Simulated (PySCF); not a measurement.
**Gas-phase thermal properties of BCl2**

Computed with PySCF (xtb for GFN2) and rigid-rotor harmonic-oscillator thermochemistry at 1 bar. Table values come from the NASA 1993 polynomials. 6-31G* has spherical d functions here. Open shells (unrestricted): BCl2 (multiplicity 2). GFN2 has no spin-polarisation term. B3LYP is the form with VWN-RPA correlation. The harmonic model lacks anharmonicity and excited electronic states, which grow with temperature; levels with a mode under 35 cm⁻¹ are left out. The table's entry may be an old estimate for BCl2 (not checked at source).

```json
[
 {"level": "table", "point group": "-", "σ": "-", "ZPE (kJ/mol)": "-", "S°298 (J/mol/K)": "272.7", "Cp298 (J/mol/K)": "47.4", "S°1000 (J/mol/K)": "337.0", "H1000 − H298 (kJ/mol)": "37.9"},
 {"level": "B3LYP/6-31G*", "point group": "C2v", "σ": "2", "ZPE (kJ/mol)": "11.7", "S°298 (J/mol/K)": "270.5", "Cp298 (J/mol/K)": "45.6", "S°1000 (J/mol/K)": "333.3", "H1000 − H298 (kJ/mol)": "37.1"},
 {"level": "GFN2-xTB", "point group": "C2v", "σ": "2", "ZPE (kJ/mol)": "10.6", "S°298 (J/mol/K)": "270.9", "Cp298 (J/mol/K)": "46.7", "S°1000 (J/mol/K)": "334.8", "H1000 − H298 (kJ/mol)": "37.7"},
 {"level": "HF/6-31G*", "point group": "C2v", "σ": "2", "ZPE (kJ/mol)": "12.4", "S°298 (J/mol/K)": "269.8", "Cp298 (J/mol/K)": "44.8", "S°1000 (J/mol/K)": "332.0", "H1000 − H298 (kJ/mol)": "36.8"},
 {"level": "PBE/def2-SVP", "point group": "C2v", "σ": "2", "ZPE (kJ/mol)": "11.7", "S°298 (J/mol/K)": "270.7", "Cp298 (J/mol/K)": "45.5", "S°1000 (J/mol/K)": "333.5", "H1000 − H298 (kJ/mol)": "37.1"},
 {"level": "PBE0/def2-TZVP", "point group": "C2v", "σ": "2", "ZPE (kJ/mol)": "11.9", "S°298 (J/mol/K)": "270.2", "Cp298 (J/mol/K)": "45.4", "S°1000 (J/mol/K)": "332.8", "H1000 − H298 (kJ/mol)": "37.0"}
]
```
σ: rotational symmetry number. Electronic degeneracy used: 2. Frequencies are unscaled.
